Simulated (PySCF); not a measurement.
Geometries of 2 isomers of C4H8FN, from PBE0-D3(BJ)/def2-SVP geometry optimisation, gas phase in PySCF. One conformer each, no zero-point energy, no frequencies.

**Question.** Which is lower in electronic energy at this level?
A.
```xyz
14
angstrom
C      2.550    0.327   -0.007
N      1.222    0.114   -0.508
C      0.319   -0.232    0.306
C     -1.090   -0.479   -0.130
C     -2.096    0.367    0.623
F     -2.061    0.060    1.964
H      3.251   -0.349   -0.524
H      2.874    1.352   -0.253
H      2.654    0.175    1.086
H      0.523   -0.360    1.391
H     -1.343   -1.541    0.039
H     -1.162   -0.280   -1.211
H     -1.870    1.441    0.507
H     -3.117    0.184    0.247
```
B.
```xyz
14
angstrom
C     -1.803   -0.176   -0.188
C     -0.547    0.266    0.501
N     -0.415    1.242    1.302
C      0.709   -0.522    0.173
C      1.565    0.194   -0.848
F      0.364   -1.769   -0.314
H     -1.664   -0.189   -1.281
H     -2.643    0.487    0.061
H     -2.051   -1.208    0.101
H     -1.305    1.734    1.419
H      1.272   -0.669    1.109
H      2.464   -0.398   -1.073
H      1.867    1.172   -0.450
H      1.007    0.350   -1.783
```

**Answer.** B. That is `[H]/N=C(\C)[C@H](C)F`, 11.2 kcal/mol below the other.

```tsv
SMILES	atoms numbered as above	E (Eh)	relative (kcal/mol)	relative (kJ/mol)	dipole (D)
[H]/N=C(\C)[C@H](C)F	[H]/[N:3]=[C:2](\[CH3:1])[C@H:4]([CH3:5])[F:6]	-311.25127	0.0	0.0	1.45
C/N=C/CCF	[CH3:1]/[N:2]=[CH:3]/[CH2:4][CH2:5][F:6]	-311.23336	11.2	47.0	0.32
```

As drawn, the lower has an N–H bond, which the higher lacks.
